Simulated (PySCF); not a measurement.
Simulated outer-valence photoelectron spectrum of `FCCCl`. Theory: EOM-IP-CCSD/aug-cc-pVDZ in PySCF, restricted Hartree–Fock reference, frozen core, non-relativistic, gas phase, PBE0-D3(BJ)/def2-SVP geometry.

Each root has a Gaussian of 0.5 eV full width with its one-hole share as area; cross sections and vibrations are left out, and the highest printed point is 100.

(ionisation energy (eV), intensity): (10.8, 2), (11.0, 15), (11.2, 61), (11.4, 100), (11.6, 68), (11.8, 19), (12.0, 2), (12.2, 0), (12.4, 2), (12.6, 14), (12.8, 44), (13.0, 66), (13.2, 68), (13.4, 49), (13.6, 19), (13.8, 3), (14.0, 2), (14.2, 15), (14.4, 41), (14.6, 47), (14.8, 23), (15.0, 11), (15.2, 28), (15.4, 49), (15.6, 36), (15.8, 11), (16.0, 3), (16.2, 11), (16.4, 35), (16.6, 49), (16.8, 28), (17.0, 7), (17.2, 5), (17.4, 22), (17.6, 47), (17.8, 41), (18.0, 15), (18.2, 2), (18.4, 0)

Problem. Where are the maxima, and how many lines lie under the curve?

Solution. 6 maxima, at 11.4, 13.1, 14.5, 15.4, 16.6 and 17.7 eV, from 8 lines. At this width some lines have no maximum of their own.

Problem. List the lines with their holes.

Solution. 
```tsv
E (eV)	leading hole (HF orbital)	area	Koopmans (eV)
11.41	HOMO-1	0.96	12.26
11.41	HOMO	0.96	12.18
12.94	HOMO-2	0.96	14.24
13.30	HOMO-3	0.95	14.77
14.53	HOMO-4	0.96	15.39
15.43	HOMO-5	0.95	17.15
16.57	HOMO-6	0.94	18.76
17.67	HOMO-7	0.95	19.42
```

The widest gap, 1.53 eV, lies between 11.41 and 12.94 eV. Only orbitals with −ε under 21 eV, eight at most, were ionised, so the high end of the curve may lack lines.

Shape of the structure used: `[F:1][CH2:2][CH2:3][Cl:4]`: F1–C2–C3–Cl4 -179°.

One conformer stands for the species.
